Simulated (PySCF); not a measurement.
# Vertical excitation energies

Species: hexatriene, C6H8.
InChI=1S/C6H8/c1-3-5-6-4-2/h3-6H,1-2H2/b6-5+

Method: PySCF 2.14.0, density-fitted response routines, TDDFT PBE0/def2-SVPD, vertical, gas phase, core orbitals frozen in the response. One conformer (not necessarily the lowest) at the PBE0-D3(BJ)/def2-SVP geometry, without solvent, vibrations or thermal averaging. Torsions of this conformer, `[CH2:1]=[CH:2]/[CH:3]=[CH:4]/[CH:5]=[CH2:6]`: C1–C2–C3–C4 180°, C3–C4–C5–C6 180°.

Problem. List the vertical singlet excitations with oscillator strengths and describe the spectrum.

Solution. 

```csv
state,E (eV),λ (nm),f,symmetry,"main configurations (H = HOMO, L = LUMO)"
S1,4.78,259.3,1.089,Bu,H→L (98%)
S2,5.94,208.8,0.0000,–,"H-1→L (54%), H→L+1 (45%)"
S3,6.24,198.8,0.0000,–,H→L+2 (99%)
S4,6.38,194.3,0.011,Au,H→L+3 (97%)
S5,6.59,188.2,0.0000,–,H→L+4 (97%)
S6,6.79,182.5,0.0000,–,H-2→L (98%)
S7,6.80,182.4,0.0005,–,"H→L+5 (82%), H-3→L (18%)"
S8,7.01,176.8,0.0000,–,"H→L+1 (52%), H-1→L (43%)"
S9,7.18,172.7,0.013,Au,H→L+6 (89%)
S10,7.25,171.1,0.0037,Au,H-4→L (88%)
```

Triplets, Tamm–Dancoff:

```csv
state,E (eV),λ (nm),"main configurations (H = HOMO, L = LUMO)"
T1,2.43,510.2,H→L (95%)
T2,4.15,299.0,"H-1→L (58%), H→L+1 (37%)"
T3,5.26,235.5,"H-3→L (44%), H→L+5 (40%), H-1→L+1 (13%)"
T4,5.82,213.1,"H→L+1 (60%), H-1→L (39%)"
```

The lowest singlet lies at 4.78 eV (259 nm, ultraviolet) and is strong; its leading configuration is HOMO→LUMO (98%). The lowest level is also the most intense of those listed (f = 1.089). S6/S7 lie within about 0.01 eV of each other. Löwdin shares by element: HOMO carbon 69% or more (atoms not listed hold the other 31%); LUMO carbon 67% or more (atoms not listed hold the other 33%). Of the 10 states listed, 3 reach f = 0.01 and 5 stay under 0.0005. The oscillator strengths of these states sum to 1.118; summed over the whole spectrum of an exact calculation they would give the number of electrons, 44 (Thomas–Reiche–Kuhn). The listed states span 2.47 eV, and the widest gap between neighbours is 1.16 eV (S1 to S2). The vertical ionisation energy (ΔSCF) is 8.02 eV, 0.77 eV above S10. Symmetry labels in C2h follow from the direction of the transition dipole and are given only for states with f of 0.002 or more. The window holds the lowest 10 singlets.
